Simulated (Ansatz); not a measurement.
# Active spaces for C₃HN, triplet

Computed with Ansatz's Gaussian-basis code (development build). Basis cc-pVTZ, nonrelativistic, no frozen core. State-specific CASSCF; RHF is the lowest restricted (open-shell) Hartree–Fock solution met. No symmetry is imposed, so a solution can break that of the shape. No proof that the lowest CASSCF solution was found.

Geometry:

| atom | x (Å) | y (Å) | z (Å) |
| --- | --- | --- | --- |
| H | 0.0000 | 0.0000 | -2.9262 |
| C | 0.0000 | 0.0000 | -1.8584 |
| C | 0.0000 | 0.0000 | -0.6368 |
| C | 0.0000 | 0.0000 | 0.7380 |
| N | 0.0000 | 0.0000 | 1.9242 |

(1) What do CASSCF and its corrections give against RHF in CAS(8,8), and what are the occupations?

(2) Roughly how much CPU time does a whole run from the default start take (median of such runs, summed over threads; nearly all runs on one pinned thread of a shared server, mostly Xeon at 2.3 to 2.6 GHz, by a development driver)?

Answers

(1) CASSCF -3.562 eV, SC-NEVPT2 -18.399 eV; occupations 1.91, 1.91, 1.48, 1.48, 0.53, 0.53, 0.08, 0.08.

(2) CAS(8,8): about 32 s. Other jobs ran beside these, and the count of passes differs.
